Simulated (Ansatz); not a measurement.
A CCSD(T) single point on disiloxane.

```yaml
crystal:
  periodic: [false, false, false]
  atoms:
    - {symbol: Si, position_ang: [-0.702291, 1.048814, -0.921045]}
    - {symbol: O, position_ang: [0.432517, 0.094921, -0.234816]}
    - {symbol: Si, position_ang: [0.786741, -1.043850, 0.881570]}
    - {symbol: H, position_ang: [-1.774675, 0.216107, -1.526409]}
    - {symbol: H, position_ang: [-0.049612, 1.862648, -1.974489]}
    - {symbol: H, position_ang: [-1.305207, 1.944980, 0.100382]}
    - {symbol: H, position_ang: [2.234600, -1.349354, 0.789769]}
    - {symbol: H, position_ang: [-0.001164, -2.277734, 0.623467]}
    - {symbol: H, position_ang: [0.467691, -0.542930, 2.244370]}
basis:
  gaussian: {orbitals: def2-TZVPP}
correlation: {method: ccsd_t}
output: {orbitals: {seedname: orbitals}}
```

```sh
$ ansatz run in.yaml --threads 4 --pin off --events-out ev --progress --plain --max-ram 10444MiB
```

Log, shortened:

```
Functional definition: HF
1132 factors; integrals over basis functions are off by at most 7.9e-4 eV
mean field evaluation 1: about -17857.4512 eV, gradient 3.7e1 eV
mean field evaluation 2: about -17857.6612 eV, gradient 3.7e1 eV
mean field evaluation 4: about -17860.6091 eV, gradient 3.3e0 eV
mean field evaluation 8: about -17860.6580 eV, gradient 8.0e-2 eV
mean field -17860.65806097 eV, -656.3670773520 hartree, gradient 2.4e-6 eV, S^2 0.000000; 0 other end points of the search recorded, 0 dependent functions left out
11 core orbitals not correlated: weight in the atoms' cores, before any rotation towards them, 1.000 or more for the frozen orbitals, at most 0.000 for the correlated occupied ones
reference -17860.65806097 eV, -656.3670773520 hartree; 10, 10 occupied and 178, 178 virtual orbitals, 1132 factors
second order -13.33955456 eV of doubles, -0.00000000 eV of singles
cycle   1  -14.01921732 eV  change   -6.8e-1 eV  update   8.7e-2
cycle   2  -14.45102352 eV  change   -4.3e-1 eV  update   2.6e-2
cycle   3  -14.53409493 eV  change   -8.3e-2 eV  update   1.2e-2
cycle   4  -14.52542471 eV  change    8.7e-3 eV  update   2.5e-3
cycle   5  -14.52552270 eV  change   -9.8e-5 eV  update   9.0e-4
cycle   6  -14.52555730 eV  change   -3.5e-5 eV  update   2.2e-4
cycle   7  -14.52543321 eV  change    1.2e-4 eV  update   7.0e-5
cycle   8  -14.52544025 eV  change   -7.0e-6 eV  update   2.3e-5
perturbative correction -0.44251136 eV, -0.0162619926 hartree
Total energy: -17875.62601258 eV, -656.9171394280 hartree
```

It took 17 s on 4 threads of an Arm Neoverse V2 on a shared host, with 2.2 GiB of host memory at the peak.

MP2 recovers 89.1 % of the CCSD(T) correlation energy and the triples give 3.0 %; T1 = 0.0109.
